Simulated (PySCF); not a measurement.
# Single point on Cl2

State: singlet, closed shell.

An equivalent input (the run itself took its basis sets from the Basis Set Exchange, started from a PBE0 density and held the occupation σ 9α 9β, πx 4α 4β, πy 4α 4β):

```python
from pyscf import gto, scf
mol = gto.M(atom='Cl 0 0 0; Cl 0 0 1.985', basis={'Cl': 'def2-TZVPPD'},
            charge=0, spin=0, verbose=4, symmetry='C2v')
mf = scf.RHF(mol)
mf.irrep_nelec = {'A1': 18, 'B1': 8, 'B2': 8}
mf.conv_tol = 1e-9
mf.max_cycle = 60
mf.diis_space = 10
mf.kernel()
```

The log (some set-up lines and the per-cycle HOMO/LUMO lines removed):

```
******** <class 'pyscf.scf.hf_symm.SymAdaptedRHF'> ********
method = SymAdaptedRHF
damping factor = 0
level_shift factor = 0
DIIS = <class 'pyscf.scf.diis.CDIIS'>
diis_start_cycle = 1
diis_space = 10
diis_damp = 0
SCF conv_tol = 1e-09
SCF conv_tol_grad = None
SCF max_cycles = 60
Set gradient conv threshold to 3.16228e-05
init E= -918.971240912308
cycle= 1 E= -918.983996582656  delta_E= -0.0128  |g|= 0.0454  |ddm|= 0.174
cycle= 2 E= -918.984443788117  delta_E= -0.000447  |g|= 0.0121  |ddm|= 0.0323
cycle= 3 E= -918.984493740589  delta_E= -5e-05  |g|= 0.00531  |ddm|= 0.0115
cycle= 4 E= -918.984501505723  delta_E= -7.77e-06  |g|= 0.00105  |ddm|= 0.00313
cycle= 5 E= -918.984502194977  delta_E= -6.89e-07  |g|= 0.000175  |ddm|= 0.00115
cycle= 6 E= -918.984502209873  delta_E= -1.49e-08  |g|= 4.79e-05  |ddm|= 0.000173
cycle= 7 E= -918.984502210725  delta_E= -8.52e-10  |g|= 4.99e-06  |ddm|= 6.09e-05
Extra cycle  E= -918.984502210734  delta_E= -9.55e-12  |g|= 1.89e-06  |ddm|= 7.41e-06
converged SCF energy = -918.984502210734
```

Repeating this along the bond gives Re = 1.975 Å and ωe = 617 cm⁻¹.

A point of this curve took 0.5 CPU seconds beside 0.3 for the integrals, on Intel Xeon 6975P-C (shared host).
